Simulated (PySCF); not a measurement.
## Molecular orbitals of C₂

PBEsol at R = 1.325 Å; basis C 3-21G; no relativity; PySCF 2.14. State: ³Πu (triplet), unpaired electrons σ ↑, π ↑. Only the outer orbitals are listed.

```tsv
spin	orbital	occ.	ε (eV)	main shells (%)
α	σg	1	-20.64	76 s, 24 p
α	σu	1	-10.60	82 s, 18 p
α	πu	1	-9.05	100 p
α	πu	1	-8.10	100 p
α	σg	1	-8.00	72 p, 28 s
α	πg	0	-2.20	100 p
α	πg	0	-1.34	100 p
α	σu	0	8.24	90 p, 10 s
β	σg	1	-19.29	75 s, 25 p
β	σu	1	-8.72	84 s, 16 p
β	πu	1	-7.41	100 p
β	πu	0	-7.08	100 p
β	σg	0	-5.94	71 p, 29 s
β	πg	0	-0.53	100 p
```

Question: Which are the highest filled and the lowest empty level, where do they sit, and how wide is the gap?

Answer: Highest filled β πu at -7.41 eV (in %: 100 p); lowest empty β πu at -7.08 eV (in %: 100 p); the gap at PBEsol is 0.33 eV. Both belong to one degenerate shell, split only by its one-sided filling, so this is no excitation gap.

```
bond order (Mayer) : 2.55
⟨S²⟩               : 2.001
```

3-21G is very small, so such numbers show the basis as much as the molecule. The state is the lowest determinant that a PBE0 search found; another state may lie lower at other levels.
